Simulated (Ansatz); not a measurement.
Geometry optimisation, Ansatz, RKS B3LYP/def2-SVP.

input.yaml

```yaml
crystal:
  periodic: [false, false, false]
  atoms:
    - { symbol: O, position_ang: [-0.83765, 1.12726, -0.55485] }
    - { symbol: C, position_ang: [-0.15634, 0.20496, 0.17037] }
    - { symbol: O, position_ang: [1.20869, 0.32582, -0.11212] }
    - { symbol: O, position_ang: [-0.62362, -1.07087, -0.16315] }
    - { symbol: H, position_ang: [-0.67896, 0.94984, -1.49199] }
    - { symbol: H, position_ang: [-0.35553, 0.42779, 1.23464] }
    - { symbol: H, position_ang: [1.74066, -0.22504, 0.47041] }
    - { symbol: H, position_ang: [-1.58468, -1.11382, -0.14401] }
basis:
  gaussian: { orbitals: def2-SVP }
hamiltonian:
  xc: b3lyp
relax:
  f_tol: 0.015
  max_steps: 40
output:
  orbitals: {}
```

Launched with:

```bash
$ ansatz run input.yaml --threads 1 --pin off --max-ram 2048MiB --backend cpu --events-out ev --progress --plain --runs-dir out
```

Q: Where does it end, and by what steps?

A: It converged. After 10 steps the energy has fallen by 0.128 eV; H7 moved furthest, 0.39 Å.

```
step  energy less start (eV)  largest force component (eV/Å)  accepted
   0                  0.0000                           1.101       yes
   1                 -0.0743                           0.315       yes
   2                 -0.0880                           0.837       yes
   3                 -0.1093                           0.299       yes
   4                 -0.1233                           0.148       yes
   5                 -0.1260                           0.346       yes
   6                 -0.1279                           0.139       yes
   7                 -0.1274                           0.045        no
   8                 -0.1283                           0.038       yes
   9                 -0.1285                           0.016       yes
  10                 -0.1285                           0.005       yes
```

```xyz
8
Properties=species:S:1:pos:R:3
O -0.881 1.149 -0.615
C -0.204 0.255 0.187
O 1.161 0.409 0.001
O -0.494 -1.086 -0.114
H -0.489 1.077 -1.500
H -0.516 0.497 1.225
H 1.575 -0.444 0.191
H -1.438 -1.231 0.035
```

Whether the end is a true minimum wasn't checked by a vibrational analysis.

Run time: 25 s on 1 thread of Arm Neoverse V1, with other jobs on the host, peak memory 0.14 GiB.
